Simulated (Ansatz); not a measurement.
## Energy profile

The step: SiH₃F ([F][SiH3]) + HCl → SiH₃Cl ([SiH3][Cl]) + HF; bonds formed: Si1–Cl7, F2–H6; bonds broken: Si1–F2, H6–Cl7 (atoms numbered as in the saddle structure below).

```
7
angstrom
Si -0.5693 -0.1981 0.0521
F 1.2728 -0.7450 -0.0705
H -0.8239 -1.6239 -0.2813
H -0.7207 0.0158 1.5009
H -1.5469 0.5296 -0.7882
H 1.5524 0.2728 -0.1556
Cl 0.8355 1.7486 -0.2575
```

Electronic energies by CCSD(T) at an estimated basis limit (MP2 extrapolated from triple and quadruple zeta, plus CCSD(T) − MP2 in triple zeta), on PBE0-D4/def2-TZVP structures; SiH4ClF, singlet; no counterpoise correction. Ansatz 0.2.0; basis: def2-TZVPP and def2-QZVPP; cores frozen in the correlated methods. Extrapolation: Hartree–Fock as exp(−7.88 √X), correlation as X^−2.97.

Question: Give the profile in eV, counted from the separated reactants. (To be estimated.)

Answer: The calculation gives:
| point | eV |
| --- | --- |
| separated: SiH3F (linked as [F][SiH3]; Si1, F2, H3, H4, H5; singlet) + HCl (H6, Cl7; singlet) | 0.000 |
| start structure | -0.119 |
| saddle | 1.558 |
| end structure | 0.203 |
| separated: SiH3Cl (linked as [SiH3][Cl]; Si1, H3, H4, H5, Cl7; singlet) + HF (F2, H6; singlet) | 0.345 |

No T1 diagnostic of these runs exceeds 0.012.

For scale, one of the runs: CCSD(T)/def2-TZVPP, 171 basis functions, launched by `ansatz run in.yaml --threads 2 --pin off --events-out ev --progress --plain --max-ram 4352MiB`. Hardware: 2 CPU threads of an AMD EPYC 9R45, shared host. Wall time 11 s; peak host memory 1.4 GiB.
